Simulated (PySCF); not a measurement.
# C₃H₈F₂N+: electronic excitations and core binding energies

What electronic excitations and core binding energies should C₃H₈F₂N+ (`C[NH2+]CC(F)F`) show?

Programs: PySCF 2.14.0, with density-fitted response routines of our own. Each step states its level of theory. These are calculated values for one molecule in the gas phase, unless marked as measured. Atoms count from 0, in the outputs and in this text.

### Step 1. Starting geometry

14 atoms, charge 1, multiplicity 1; geometry from: GFN2-xTB.

Bonds of the start (Å): C0–N1 1.48, N1–C2 1.48, C2–C3 1.53, C3–F4 1.35, C3–F5 1.35, C0–H6 1.09, C0–H7 1.09, C0–H8 1.09, N1–H9 1.03, N1–H10 1.03, C2–H11 1.09, C2–H12 1.09, C3–H13 1.10.

### Step 2. Excited states and response: CAM-B3LYP/def2-SVPD

The job: settings as JSON, then the geometry in Å.

```
{"job": {"kind": "uv", "xc": "CAM-B3LYP", "basis": "def2-SVPD", "nstates": 8, "ntriplets": 3}, "charge": 1, "multiplicity": 1}
C     -1.903261    -0.033504    -0.048408
N     -0.490431    -0.192423    -0.444622
C      0.477378     0.253338     0.587329
C      1.895198     0.034264     0.044174
F      2.032464    -1.273258    -0.262092
F      2.013271     0.714123    -1.116163
H     -2.108004    -0.615417     0.848427
H     -2.558929    -0.377360    -0.846167
H     -2.119081     1.013819     0.155217
H     -0.309642     0.339407    -1.310440
H     -0.298647    -1.182806    -0.662471
H      0.342159    -0.330688     1.500580
H      0.327650     1.313508     0.803735
H      2.699196     0.336523     0.728733
```

With the program's defaults for keys left out, this is: TDDFT CAM-B3LYP/def2-SVPD, vertical, gas phase, core orbitals frozen in the response.

On the command line:

```console
> OMP_NUM_THREADS=1 python probes_run.py task.json out
```

One launch serves the whole session: the jobs run in the order shown.

Standard output:

```text
coarse grid: 11456 points
cycle   1  E = -372.7582279002  dE =  1.067e+00  |g| = 7.481e-01  |ddm| = 6.225e+00
cycle   2  E = -372.7375694815  dE =  2.066e-02  |g| = 9.115e-01  |ddm| = 1.821e+00
cycle   3  E = -372.8727824679  dE = -1.352e-01  |g| = 6.215e-02  |ddm| = 9.234e-01
cycle   4  E = -372.8733473859  dE = -5.649e-04  |g| = 2.873e-02  |ddm| = 1.448e-01
cycle   5  E = -372.8734966598  dE = -1.493e-04  |g| = 6.729e-03  |ddm| = 3.824e-02
cycle   6  E = -372.8735048799  dE = -8.220e-06  |g| = 2.043e-03  |ddm| = 1.517e-02
final grid: 110800 points
cycle   7  E = -372.9266860242  dE = -4.459e-05  |g| = 4.944e-03  |ddm| = 8.154e-02
cycle   8  E = -372.9266860220  dE =  2.284e-09  |g| = 5.307e-03  |ddm| = 1.398e-02
cycle   9  E = -372.9266909461  dE = -4.924e-06  |g| = 5.538e-04  |ddm| = 4.823e-03
cycle  10  E = -372.9266909964  dE = -5.028e-08  |g| = 1.683e-04  |ddm| = 7.287e-04
cycle  11  E = -372.9266910023  dE = -5.912e-09  |g| = 2.535e-05  |ddm| = 2.833e-04
cycle  12  E = -372.9266910025  dE = -1.327e-10  |g| = 9.984e-06  |ddm| = 5.137e-05
converged SCF energy = -372.9266910025

Static polarisability (au): isotropic 43.727, principal 40.386 40.989 49.808

Singlet excitations
state   eV       nm        f      main configurations
  1   9.4219    131.6   0.00646   H->L 0.91
  2  10.5783    117.2   0.00919   H->L+2 0.73, H->L+6 0.11
  3  10.6633    116.3   0.06671   H->L+1 0.78, H->L+3 0.14
  4  10.7766    115.0   0.00005   H-1->L 0.82
  5  10.9577    113.1   0.01914   H-4->L 0.60, H->L+3 0.10, H->L+5 0.10
  6  10.9640    113.1   0.01641   H-3->L 0.77, H-5->L 0.10
  7  11.0719    112.0   0.04115   H-2->L 0.50, H->L+5 0.15, H->L+3 0.12
  8  11.1910    110.8   0.00263   H->L+6 0.55, H->L+2 0.17, H->L+8 0.13

Triplet excitations (Tamm-Dancoff, eV): 9.2211 10.2616 10.3329
```

Wall time 35 s (1 thread of Arm Neoverse V1, shared host); peak memory 0.8 GiB.

The orbitals next to the gap, with their largest atomic shares:

```csv
orbital,eV,atoms
HOMO−3,-18.36,"C0 33 %, H6 13 %, H8 13 %"
HOMO−2,-18.14,"F5 32 %, F4 31 %, C3 14 %"
HOMO−1,-17.82,"F4 43 %, F5 43 %, C2 7 %"
HOMO,-16.42,"F4 24 %, F5 24 %, C3 20 %"
LUMO,-3.89,"C0 16 %, N1 15 %, H10 15 %"
LUMO+1,-2.62,"C2 17 %, H12 16 %, H11 16 %"
LUMO+2,-2.55,"H10 21 %, H9 21 %, N1 16 %"
```

With each of the 8 states as a Gaussian band of 0.4 eV half-width at 1/e, the curve within the window shown has maxima at 132 nm (ε 260), 114 nm (ε 5,000) L/(mol cm). Beyond the last state computed it falls off for lack of states. The curve at chosen wavelengths:

nm, ε (L/mol/cm) and a bar:
```
      108        904 #####
      109       1561 #########
      111       3268 ####################
      112       4070 ########################
      113       4668 ############################
      114       4982 ##############################
      116       4676 ############################
      117       4118 #########################
      118       3392 ####################
      120       1865 ###########
      121       1243 #######
      122        775 ####
      123        458 ###
      125        173 #
      126        141 #
      127        147 #
      128        175 #
      130        240 #
      131        258 #
      132        261 #
      134        222 #
      135        187 #
      136        150 #
      137        114 
      139         56 
      140         37
```

Leading natural transition orbitals of singlet state 3: the hole lies on F4, F5 about 22 % each; H13 18 %; C2, C3 about 15 % each; the particle on H13 25 %; H11, H12 about 20 % each.

Leading natural transition orbitals of singlet state 1: the hole lies on F4, F5 about 22 % each; C2, C3 about 15 % each; H13 15 %; the particle on H9, H10 about 22 % each; N1 8 %; H11, H12 about 7 % each.

Ground-state properties from the same run:

| property | computed |
| --- | --- |
| polarisability (Å³) | 6.48 |
| HOMO–LUMO gap (eV) | 12.53 |
| −ε(HOMO) (eV) | 16.42 |

Orbitals, density, ELF and potential are computed afterwards from the orbital file.

Frontier orbitals at CAM-B3LYP/def2-SVPD, with the share of their density that lies nearest to each atom:

| orbital | energy (eV) | lies on |
| --- | --- | --- |
| HOMO | -16.42 | F4, F5 about 23 % each; H13 17 %; C2, C3 about 14 % each |
| LUMO | -3.89 | H9, H10 about 24 % each; H7 9 %; H6, H8 about 7 % each |

ELF in a plane through or near 6 of the atoms.

Ten even steps from ' ' (0.00) to '@' (1.00):
```
                                                        
                                                        
                                                        
                                                        
                                                        
          **%%**      ::----::                          
        ++@@@@@@--  ..--++**--      ....                
      ..@@@@@@@@%%--------++==    ::++++--              
      ..@@@@@@@@@@**%%====..==::..==****==..            
        **@@@@@@--==%%%%==**%%####==++..==--..          
        ..--++**--##**##++%%**==%%##==::%%##++..        
              ::------..  ++--++**##**@@@@@@@@**        
                ....      ==##**++::**@@@@@@@@##        
                          ..====::  ::##@@@@@@==        
                            ....      ==@@@@##          
                                        ....            
                                                        
                                                        
                                                        
                                                        
```
The map spans 10.7 Å across and 7.7 Å up, centred on the molecule. Atoms in the plane (x, y in Å): C0 (1.9, 0.0), N1 (0.5, -0.5), C2 (-0.5, 0.6), C3 (-1.9, 0.0), H7 (2.6, -0.8), H13 (-2.7, 0.7).

On the surface of density 0.002 e/bohr³ the electrostatic potential runs, from the 1st to the 99th percentile, from 2.87 V near F5 to 7.31 V near H9.

### Step 3. Core holes by ΔSCF: SCAN, X2C

Same as in step 2 but for these lines:

```diff
@@ -1,2 +1,2 @@
-{"job": {"kind": "uv", "xc": "CAM-B3LYP", "basis": "def2-SVPD", "nstates": 8, "ntriplets": 3}, "charge": 1, "multiplicity": 1}
+{"job": {"kind": "xps"}, "charge": 1, "multiplicity": 1}
 C     -1.903261    -0.033504    -0.048408
```

Level: delta-SCF UKS SCAN, pcX-2 on the ionised atom, pcseg-1 elsewhere, spin-free X2C.

Standard output:

```text
ground state, core basis on atom 0 (C), 155 functions
  cycle   1  E = -373.29758479  |g| = 6.42e-01
  cycle   2  E = -373.18645376  |g| = 1.06e+00
  cycle   3  E = -373.37087240  |g| = 8.48e-02
  cycle   4  E = -373.37206503  |g| = 3.82e-02
  cycle   5  E = -373.37237042  |g| = 8.46e-03
  cycle   6  E = -373.37238349  |g| = 2.51e-03
  cycle   7  E = -373.37238518  |g| = 1.02e-03
  cycle   8  E = -373.37238420  |g| = 1.08e-04
  E(ground) = -373.37586318 Eh
hole in C 1s of atom 0
  cycle   1  E = -361.87991810  |g| = 1.50e+00
  cycle   2  E = -359.43575153  |g| = 2.37e+00
  cycle   3  E = -362.13553195  |g| = 8.11e-01
  cycle   4  E = -362.37891240  |g| = 3.22e-01
  cycle   5  E = -362.41611880  |g| = 1.22e-01
  cycle   6  E = -362.42116320  |g| = 3.78e-02
  cycle   7  E = -362.42176878  |g| = 1.15e-02
  cycle   8  E = -362.42180857  |g| = 6.96e-03
  cycle   9  E = -362.42182767  |g| = 1.13e-03
  cycle  10  E = -362.42182849  |g| = 4.82e-04
  E(ion) = -362.42429731 Eh   <S^2> = 0.7677   hole on atom = 1.000   binding energy = 298.007 eV
ground state, core basis on atom 1 (N), 155 functions
  cycle   1  E = -373.38574351  |g| = 7.39e-02
  cycle   2  E = -373.38572112  |g| = 2.16e-02
  cycle   3  E = -373.38572620  |g| = 2.13e-02
  cycle   4  E = -373.38583356  |g| = 2.10e-03
  cycle   5  E = -373.38583549  |g| = 4.66e-04
  E(ground) = -373.38732312 Eh
hole in N 1s of atom 1
  cycle   1  E = -357.46030153  |g| = 1.86e+00
  cycle   2  E = -356.46450529  |g| = 2.28e+00
  cycle   3  E = -358.06015180  |g| = 4.81e-01
  cycle   4  E = -358.12622161  |g| = 2.36e-01
  cycle   5  E = -358.14184835  |g| = 8.98e-02
  cycle   6  E = -358.14443428  |g| = 2.08e-02
  cycle   7  E = -358.14461028  |g| = 5.74e-03
  cycle   8  E = -358.14462774  |g| = 1.70e-03
  cycle   9  E = -358.14462821  |g| = 8.56e-04
  cycle  10  E = -358.14462908  |g| = 2.86e-04
  E(ion) = -358.14484765 Eh   <S^2> = 0.7658   hole on atom = 1.000   binding energy = 414.769 eV
ground state, core basis on atom 2 (C), 155 functions
  cycle   1  E = -373.37459671  |g| = 5.74e-02
  cycle   2  E = -373.37459042  |g| = 1.58e-02
  cycle   3  E = -373.37458496  |g| = 1.65e-02
  cycle   4  E = -373.37464680  |g| = 1.48e-03
  cycle   5  E = -373.37464696  |g| = 4.37e-04
  E(ground) = -373.37838922 Eh
hole in C 1s of atom 2
  cycle   1  E = -361.86199115  |g| = 1.51e+00
  cycle   2  E = -360.84698651  |g| = 2.06e+00
  cycle   3  E = -362.34077265  |g| = 4.38e-01
  cycle   4  E = -362.38637898  |g| = 2.91e-01
  cycle   5  E = -362.41266370  |g| = 6.52e-02
  cycle   6  E = -362.41400380  |g| = 1.78e-02
  cycle   7  E = -362.41414848  |g| = 5.54e-03
  cycle   8  E = -362.41416666  |g| = 2.22e-03
  cycle   9  E = -362.41416939  |g| = 1.37e-03
  cycle  10  E = -362.41417189  |g| = 6.81e-04
  cycle  11  E = -362.41417287  |g| = 2.91e-04
  E(ion) = -362.41728446 Eh   <S^2> = 0.7691   hole on atom = 1.000   binding energy = 298.267 eV
ground state, core basis on atom 3 (C), 155 functions
  cycle   1  E = -373.38217510  |g| = 6.02e-02
  cycle   2  E = -373.38212559  |g| = 2.81e-02
  cycle   3  E = -373.38212548  |g| = 2.90e-02
  cycle   4  E = -373.38227280  |g| = 3.13e-03
  cycle   5  E = -373.38227459  |g| = 7.44e-04
  cycle   6  E = -373.38227481  |g| = 1.18e-04
  E(ground) = -373.38456911 Eh
hole in C 1s of atom 3
  cycle   1  E = -361.78611047  |g| = 1.50e+00
  cycle   2  E = -356.63062640  |g| = 3.21e+00
  cycle   3  E = -362.07893731  |g| = 7.16e-01
  cycle   4  E = -362.25027256  |g| = 4.52e-01
  cycle   5  E = -362.31377880  |g| = 1.53e-01
  cycle   6  E = -362.32059469  |g| = 4.86e-02
  cycle   7  E = -362.32159391  |g| = 8.06e-03
  cycle   8  E = -362.32162536  |g| = 4.26e-03
  cycle   9  E = -362.32163531  |g| = 1.82e-03
  cycle  10  E = -362.32163656  |g| = 9.56e-04
  cycle  11  E = -362.32163742  |g| = 6.71e-04
  cycle  12  E = -362.32163879  |g| = 2.35e-04
  E(ion) = -362.32570751 Eh   <S^2> = 0.7713   hole on atom = 1.000   binding energy = 300.927 eV
ground state, core basis on atom 4 (F), 155 functions
  cycle   1  E = -373.41668073  |g| = 1.19e-01
  cycle   2  E = -373.41628545  |g| = 6.72e-02
  cycle   3  E = -373.41632611  |g| = 6.56e-02
  cycle   4  E = -373.41690068  |g| = 5.02e-03
  cycle   5  E = -373.41690591  |g| = 8.58e-04
  cycle   6  E = -373.41690506  |g| = 3.13e-04
  E(ground) = -373.42201749 Eh
hole in F 1s of atom 4
  cycle   1  E = -346.87185424  |g| = 2.58e+00
  cycle   2  E = -346.71103612  |g| = 2.20e+00
  cycle   3  E = -347.65940086  |g| = 5.47e-01
  cycle   4  E = -347.68606526  |g| = 4.57e-01
  cycle   5  E = -347.75345976  |g| = 4.17e-02
  cycle   6  E = -347.75392961  |g| = 2.09e-02
  cycle   7  E = -347.75414053  |g| = 3.65e-03
  cycle   8  E = -347.75414553  |g| = 1.04e-03
  cycle   9  E = -347.75414615  |g| = 3.18e-04
  E(ion) = -347.76554011 Eh   <S^2> = 0.7570   hole on atom = 1.000   binding energy = 698.148 eV
```

It took 35 s on 1 thread of Arm Neoverse V1, shared host; peak memory 0.61 GiB.

The holes in one table. −ε is the ground-state orbital energy:

| hole | stands for | environment | ΔSCF (eV) | −ε (eV) | ⟨S²⟩ |
| --- | --- | --- | --- | --- | --- |
| C1s on C0 | C0 | methyl carbon bonded to N | 298.01 | 280.4 | 0.768 |
| N1s on N1 | N1 | ammonium nitrogen | 414.77 | 395.2 | 0.766 |
| C1s on C2 | C2 | sp3 CH2 bonded to N | 298.27 | 280.9 | 0.769 |
| C1s on C3 | C3 | sp3 CH bonded to 2 F | 300.93 | 283.2 | 0.771 |
| F1s on F4 | F4, F5 | fluorine of a CF2 group | 698.15 | 671.9 | 0.757 |

Each hole run stands for the others of its class of like atoms.

### Step 4. Results

| quantity | value |
| --- | --- |
| lowest singlet (CAM-B3LYP/def2-SVPD) | 9.42 eV (132 nm), f = 0.006 |
| brightest single state of those computed | state 3, 10.66 eV, f = 0.067 |
| lowest triplet | 9.22 eV |
| C1s binding energies, SCAN/pcX-2 | C3 300.93, C2 298.27, C0 298.01 eV |
| N1s binding energies, SCAN/pcX-2 | N1 414.77 eV |
| F1s binding energies, SCAN/pcX-2 | F4 698.15 eV |

In words: The first singlet state (HOMO→LUMO 0.91) lies at 9.42 eV and is weak; of the 8 states computed, the strongest absorption comes from state 3 at 10.66 eV. The lowest triplet lies 0.20 eV below the lowest singlet (triplets in Tamm-Dancoff, singlets in full TDDFT). By nearest atom (CAM-B3LYP/def2-SVPD), the HOMO sits on F4, F5 about 23 % each; H13 17 % and the LUMO on H9, H10 about 24 % each; H7 9 %. The C1s levels kept as sound span 2.92 eV, from C0 (methyl carbon bonded to N) up to C3 (sp3 CH bonded to 2 F).
